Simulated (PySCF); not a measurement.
Molecule: CH₃S, charge -1, multiplicity 1. It need not be the lowest isomer of its formula. Whether it binds its extra electron was not tested at this geometry. SMILES: C[S-]
Geometry: optimised at B3LYP-D3(BJ)/def2-TZVP (Ansatz).

Dispersion corrections to the total energy (kcal/mol) from the dftd3 and dftd4 libraries through PySCF: D3(BJ) without and D4 with the three-body term, each with the damping fitted for the functional named.

```tsv
functional	D3(BJ)	D4
CAM-B3LYP	-1.07	…
BLYP	-3.22	-3.99
B2GP-PLYP	-0.94	-0.68
TPSS	-1.84	-2.33
PBE	-1.48	-1.71
BHLYP	…	-1.94
LC-wPBE	…	-1.90
```

Problem. Fill in the missing entries.

Solution. 
- CAM-B3LYP, D4: -1.39
- BHLYP, D3(BJ): -2.03
- LC-wPBE, D3(BJ): -1.32
